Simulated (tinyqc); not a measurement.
Inside a calculation. Method: UKS/B3LYP (VWN-RPA form) in the sto-6g basis, for CH2, spin multiplicity 3. One step of it, computed by the program tinyqc.

Problem. Iteration 8 (converged): orbitals. Diagonalise F' = X^T F X, C = X C', fill 5 alpha and 3 beta electrons from the bottom; D(s) = C_occ C_occ^T. Each column has its largest component positive (the first on a tie).

converged F(alpha) (hartree), lower triangle:
```
,1C 1s,1C 2s,1C 2px,1C 2py,1C 2pz,2H 1s,3H 1s
1C 1s,-10.102616
1C 2s,-2.636962,-1.209300
1C 2px,0.000000,0.000000,-0.155584
1C 2py,0.000000,0.000000,0.000000,-0.186989
1C 2pz,-0.002397,-0.036309,0.000000,0.000000,-0.198416
2H 1s,-0.623166,-0.522854,0.000000,-0.234113,-0.192298,-0.336082
3H 1s,-0.623166,-0.522854,0.000000,0.234113,-0.192298,-0.182899,-0.336082
```

converged F(beta) (hartree), lower triangle:
```
,1C 1s,1C 2s,1C 2px,1C 2py,1C 2pz,2H 1s,3H 1s
1C 1s,-10.071271
1C 2s,-2.614354,-1.054026
1C 2px,0.000000,0.000000,0.102256
1C 2py,0.000000,0.000000,0.000000,-0.123795
1C 2pz,-0.006677,-0.132418,0.000000,0.000000,0.004295
2H 1s,-0.617861,-0.495773,0.000000,-0.226933,-0.183879,-0.324136
3H 1s,-0.617861,-0.495773,0.000000,0.226933,-0.183879,-0.173000,-0.324136
```

X, lower triangle:
```
,1C 1s,1C 2s,1C 2px,1C 2py,1C 2pz,2H 1s,3H 1s
1C 1s,1.025508
1C 2s,-0.147712,1.264277
1C 2px,0.000000,0.000000,1.000000
1C 2py,0.000000,0.000000,0.000000,1.142676
1C 2pz,-0.012318,0.139530,0.000000,0.000000,1.080762
2H 1s,0.022994,-0.321289,0.000000,-0.254014,-0.186566,1.230811
3H 1s,0.022994,-0.321289,0.000000,0.254014,-0.186566,-0.026335,1.230811
```

Give: F' = X^T F X; orbital energies; coefficients C; F' = X^T F X; orbital energies; coefficients C; D(alpha) after iteration 8; D(beta) after iteration 8.

Solution.

F' = X^T F X (alpha) (hartree), lower triangle:
```
,1,2,3,4,5,6,7
1,-9.9042
2,-1.3792,-0.5265
3,0.0000,0.0000,-0.1556
4,0.0000,0.0000,0.0000,0.0079
5,-0.0231,0.1194,0.0000,0.0000,-0.0910
6,-0.0985,-0.2996,0.0000,-0.2633,-0.1914,-0.0059
7,-0.0985,-0.2996,0.0000,0.2633,-0.1914,-0.0387,-0.0059
```

orbital energies (alpha) (hartree): MO1 -10.1067, MO2 -0.6161, MO3 -0.3523, MO4 -0.2537, MO5 -0.1556, MO6 0.3930, MO7 0.4103

coefficients C (alpha):
```
,MO1,MO2,MO3,MO4,MO5,MO6,MO7
1C 1s,0.9942,-0.2240,0.0000,0.1101,0.0000,0.0000,-0.1549
1C 2s,0.0262,0.7408,0.0000,-0.5417,0.0000,0.0000,1.0015
1C 2px,0.0000,0.0000,0.0000,0.0000,1.0000,0.0000,0.0000
1C 2py,0.0000,0.0000,0.5717,0.0000,0.0000,1.0526,0.0000
1C 2pz,0.0038,0.0909,0.0000,0.7784,0.0000,0.0000,0.8019
2H 1s,-0.0067,0.2399,0.4354,0.2537,0.0000,-0.8156,-0.8614
3H 1s,-0.0067,0.2399,-0.4354,0.2537,0.0000,0.8156,-0.8614
```

F' = X^T F X (beta) (hartree), lower triangle:
```
,1,2,3,4,5,6,7
1,-9.8748
2,-1.3802,-0.3558
3,0.0000,0.0000,0.1023
4,0.0000,0.0000,0.0000,0.0823
5,-0.0154,0.0256,0.0000,0.0000,0.1118
6,-0.0979,-0.2997,0.0000,-0.2711,-0.1890,-0.0021
7,-0.0979,-0.2997,0.0000,0.2711,-0.1890,-0.0372,-0.0021
```

orbital energies (beta) (hartree): MO1 -10.0747, MO2 -0.5416, MO3 -0.3254, MO4 -0.0001, MO5 0.1023, MO6 0.4428, MO7 0.4584

coefficients C (beta):
```
,MO1,MO2,MO3,MO4,MO5,MO6,MO7
1C 1s,0.9947,-0.1963,0.0000,-0.1529,0.0000,0.0000,-0.1526
1C 2s,0.0239,0.6071,0.0000,0.7151,0.0000,0.0000,0.9827
1C 2px,0.0000,0.0000,0.0000,0.0000,1.0000,0.0000,0.0000
1C 2py,0.0000,0.0000,0.5210,0.0000,0.0000,1.0786,0.0000
1C 2pz,0.0041,0.1857,0.0000,-0.7030,0.0000,0.0000,0.8536
2H 1s,-0.0062,0.3088,0.4736,-0.2632,0.0000,-0.7940,-0.8362
3H 1s,-0.0062,0.3088,-0.4736,-0.2632,0.0000,0.7940,-0.8362
```

D(alpha) after iteration 8, lower triangle:
```
,1C 1s,1C 2s,1C 2px,1C 2py,1C 2pz,2H 1s,3H 1s
1C 1s,1.0507
1C 2s,-0.1995,0.8430
1C 2px,0.0000,0.0000,1.0000
1C 2py,0.0000,0.0000,0.0000,0.3268
1C 2pz,0.0691,-0.3543,0.0000,0.0000,0.6142
2H 1s,-0.0324,0.0401,0.0000,0.2489,0.2193,0.3115
3H 1s,-0.0324,0.0401,0.0000,-0.2489,0.2193,-0.0676,0.3115
```

D(beta) after iteration 8, lower triangle:
```
,1C 1s,1C 2s,1C 2px,1C 2py,1C 2pz,2H 1s,3H 1s
1C 1s,1.0280
1C 2s,-0.0954,0.3691
1C 2px,0.0000,0.0000,0.0000
1C 2py,0.0000,0.0000,0.0000,0.2714
1C 2pz,-0.0323,0.1128,0.0000,0.0000,0.0345
2H 1s,-0.0668,0.1873,0.0000,0.2468,0.0573,0.3197
3H 1s,-0.0668,0.1873,0.0000,-0.2468,0.0573,-0.1289,0.3197
```
